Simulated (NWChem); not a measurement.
All runs are NWChem calculations. System: tetrafluoromethane (CF4), charge 0, spin multiplicity 1, at a geometry optimised with PBE/def2-SVP. Level: RHF/def2-TZVP.

Input file:

```
start mol
memory heap 200 mb stack 900 mb global 1100 mb
geometry units angstroms nocenter noautoz
  F      0.000000    -1.088892     0.769961
  C      0.000000     0.000000    -0.000003
  F      0.000000     1.088892     0.769961
  F      1.088898     0.000000    -0.769960
  F     -1.088898     0.000000    -0.769960
  symmetry group C2v
end
basis spherical
  * library def2-tzvp
end
scf
  rhf
  nopen 0
  maxiter 100
  thresh 1e-7
  semidirect memsize 60000000 filesize 0
end
task scf energy
```

NWChem printed:

```
             Northwest Computational Chemistry Package (NWChem) 7.3.0
             --------------------------------------------------------

                                NWChem Input Module
                                -------------------

 Scaling coordinates for geometry "geometry" by  1.889725989
 (inverse scale =  0.529177249)

 Turning off AUTOSYM since
 SYMMETRY directive was detected!

                             Geometry "geometry" -> ""
                             -------------------------

 Output coordinates in angstroms (scale by  1.889725989 to convert to a.u.)

  No.       Tag          Charge          X              Y              Z
 ---- ---------------- ---------- -------------- -------------- --------------
    1 F                    9.0000     0.00000000    -1.08889200     0.76996100
    2 C                    6.0000     0.00000000     0.00000000    -0.00000300
    3 F                    9.0000     0.00000000     1.08889200     0.76996100
    4 F                    9.0000     1.08889800     0.00000000    -0.76996000
    5 F                    9.0000    -1.08889800     0.00000000    -0.76996000

 Effective nuclear repulsion energy (a.u.)     203.8010396475

            Nuclear Dipole moment (a.u.)
            ----------------------------
        X                 Y               Z
 ---------------- ---------------- ----------------
     0.0000000000     0.0000000000     0.0000000000

      Symmetry information
      --------------------

 Group name             C2v
 Group number             16
 Group order               4
 No. of unique centers     3

      Symmetry unique atoms

     1    2    4


 Summary of "ao basis" -> "" (spherical)
 ------------------------------------------------------------------------------
       Tag                 Description            Shells   Functions and Types
 ---------------- ------------------------------  ------  ---------------------
 *                         def2-tzvp                  on all atoms

 Summary of "ao basis" -> "ao basis" (spherical)
 ------------------------------------------------------------------------------
       Tag                 Description            Shells   Functions and Types
 ---------------- ------------------------------  ------  ---------------------
 F                         def2-tzvp                11       31   5s3p2d1f
 C                         def2-tzvp                11       31   5s3p2d1f

                                 NWChem SCF Module
                                 -----------------

  ao basis        = "ao basis"
  functions       =   155
  atoms           =     5
  closed shells   =    21
  open shells     =     0
  charge          =   0.00
  wavefunction    = RHF
  use symmetry    = T
  symmetry adapt  = T

 Summary of "ao basis" -> "ao basis" (spherical)
 ------------------------------------------------------------------------------
       Tag                 Description            Shells   Functions and Types
 ---------------- ------------------------------  ------  ---------------------
 F                         def2-tzvp                11       31   5s3p2d1f
 C                         def2-tzvp                11       31   5s3p2d1f

      Symmetry analysis of basis
      --------------------------

        a1         56
        a2         23
        b1         38
        b2         38

 Forming initial guess at       0.2s

      Superposition of Atomic Density Guess
      -------------------------------------

 Sum of atomic energies:        -435.34364168
[...]
    21 b2         22 a1         23 b2         24 a1         25 b1
    26 a1         27 b2         28 b1         29 a1         30 a1
    31 b2

             Final eigenvalues
             -----------------

              1
    1  -26.3754
    2  -26.3754
    3  -26.3754
    4  -26.3754
    5  -11.6146
    6   -1.7941
    7   -1.6747
    8   -1.6747
    9   -1.6747
   10   -1.0093
   11   -0.8835
   12   -0.8835
   13   -0.8835
   14   -0.7620
   15   -0.7620
   16   -0.7108
   17   -0.7108
   18   -0.7108
   19   -0.6859
   20   -0.6859
   21   -0.6859
   22    0.2107
   23    0.2766
   24    0.2766
   25    0.2766
   26    0.4202
   27    0.4202
   28    0.4202
   29    0.4295
   30    0.6393
   31    0.6393

                       ROHF Final Molecular Orbital Analysis
                       -------------------------------------

 Vector   19  Occ=2.000000D+00  E=-6.858833D-01  Symmetry=b1
              MO Center=  5.2D-14, -3.8D-11, -3.8D-01, r^2= 2.1D+00
   Bfn.  Coefficient  Atom+Function         Bfn.  Coefficient  Atom+Function
  ----- ------------  ---------------      ----- ------------  ---------------
   101      0.260556  4 F  pz               132     -0.260556  5 F  pz
   104      0.231264  4 F  pz               135     -0.231264  5 F  pz
     6     -0.184247  1 F  px                68     -0.184247  3 F  px
    99      0.184230  4 F  px               130      0.184230  5 F  px
     9     -0.163534  1 F  px                71     -0.163534  3 F  px

 Vector   20  Occ=2.000000D+00  E=-6.858827D-01  Symmetry=a2
              MO Center=  7.8D-15,  5.4D-11,  9.8D-06, r^2= 2.2D+00
   Bfn.  Coefficient  Atom+Function         Bfn.  Coefficient  Atom+Function
  ----- ------------  ---------------      ----- ------------  ---------------
     6      0.260556  1 F  px                68     -0.260556  3 F  px
   100      0.260553  4 F  py               131     -0.260553  5 F  py
     9      0.231264  1 F  px                71     -0.231264  3 F  px
   103      0.231261  4 F  py               134     -0.231261  5 F  py

 Vector   21  Occ=2.000000D+00  E=-6.858824D-01  Symmetry=b2
              MO Center=  7.6D-12, -1.0D-15,  3.8D-01, r^2= 2.1D+00
   Bfn.  Coefficient  Atom+Function         Bfn.  Coefficient  Atom+Function
  ----- ------------  ---------------      ----- ------------  ---------------
     8      0.260554  1 F  pz                70     -0.260554  3 F  pz
    11      0.231263  1 F  pz                73     -0.231263  3 F  pz
     7      0.184241  1 F  py                69      0.184241  3 F  py
   100     -0.184238  4 F  py               131     -0.184238  5 F  py
    10      0.163529  1 F  py                72      0.163529  3 F  py

 Vector   22  Occ=0.000000D+00  E= 2.106634D-01  Symmetry=a1
              MO Center=  5.3D-14, -9.4D-14, -2.6D-05, r^2= 5.2D+00
   Bfn.  Coefficient  Atom+Function         Bfn.  Coefficient  Atom+Function
  ----- ------------  ---------------      ----- ------------  ---------------
    36      3.405643  2 C  s                  5     -1.222120  1 F  s
    67     -1.222120  3 F  s                 98     -1.222137  4 F  s
   129     -1.222137  5 F  s                 35      0.615531  2 C  s
    13     -0.352712  1 F  py                75      0.352712  3 F  py
   105      0.352725  4 F  px               136     -0.352725  5 F  px

 Vector   23  Occ=0.000000D+00  E= 2.765763D-01  Symmetry=b2
              MO Center= -8.9D-17, -1.5D-12, -1.3D-01, r^2= 5.6D+00
   Bfn.  Coefficient  Atom+Function         Bfn.  Coefficient  Atom+Function
  ----- ------------  ---------------      ----- ------------  ---------------
    44      2.399226  2 C  py                 5      1.627744  1 F  s
    67     -1.627744  3 F  s                 41      0.589039  2 C  py
    14     -0.468182  1 F  pz                76      0.468182  3 F  pz
   106     -0.399328  4 F  py               137     -0.399328  5 F  py
    52      0.298221  2 C  d -1              13      0.262779  1 F  py

 Vector   24  Occ=0.000000D+00  E= 2.765764D-01  Symmetry=a1
              MO Center=  2.2D-12,  1.5D-12,  2.1D-05, r^2= 5.6D+00
   Bfn.  Coefficient  Atom+Function         Bfn.  Coefficient  Atom+Function
  ----- ------------  ---------------      ----- ------------  ---------------
    45      2.399221  2 C  pz                 5     -1.151008  1 F  s
    67     -1.151008  3 F  s                 98      1.150960  4 F  s
   129      1.150960  5 F  s                 42      0.589036  2 C  pz
    13     -0.468187  1 F  py                75      0.468187  3 F  py
   105     -0.468177  4 F  px               136      0.468177  5 F  px

 center of mass
 --------------
 x =   0.00000000 y =   0.00000000 z =   0.00000004

 moments of inertia (a.u.)
 ------------------
         321.768066544200           0.000000000000           0.000000000000
           0.000000000000         321.769839557299           0.000000000000
           0.000000000000           0.000000000000         321.770849699631

  Mulliken analysis of the total density
  --------------------------------------

    Atom       Charge   Shell Charges
 -----------   ------   -------------------------------------------------------
    1 F    9     9.21   0.77  1.20  0.60  1.02  0.33  2.24  2.28  0.76  0.00  0.02  0.00
    2 C    6     5.14   0.85  1.13  0.51  0.40 -0.01  1.02  0.75  0.05  0.10  0.30  0.06
    3 F    9     9.21   0.77  1.20  0.60  1.02  0.33  2.24  2.28  0.76  0.00  0.02  0.00
    4 F    9     9.21   0.77  1.20  0.60  1.02  0.33  2.24  2.28  0.76  0.00  0.02  0.00
    5 F    9     9.21   0.77  1.20  0.60  1.02  0.33  2.24  2.28  0.76  0.00  0.02  0.00

       Multipole analysis of the density wrt the origin
       ------------------------------------------------

     L   x y z        total         open         nuclear
     -   - - -        -----         ----         -------
     0   0 0 0     -0.000000      0.000000     42.000000

     1   1 0 0     -0.000000      0.000000      0.000000
     1   0 1 0     -0.000000      0.000000      0.000000
     1   0 0 1     -0.000008      0.000000      0.000000

     2   2 0 0    -18.946477      0.000000     76.215724
     2   1 1 0      0.000000      0.000000      0.000000
     2   1 0 1     -0.000000      0.000000      0.000000
     2   0 2 0    -18.946474      0.000000     76.214884
     2   0 1 1      0.000000      0.000000      0.000000
     2   0 0 2    -18.946460      0.000000     76.214405

 Task  times  cpu:        8.0s     wall:        8.0s

 Total times  cpu:        8.0s     wall:        8.0s
```
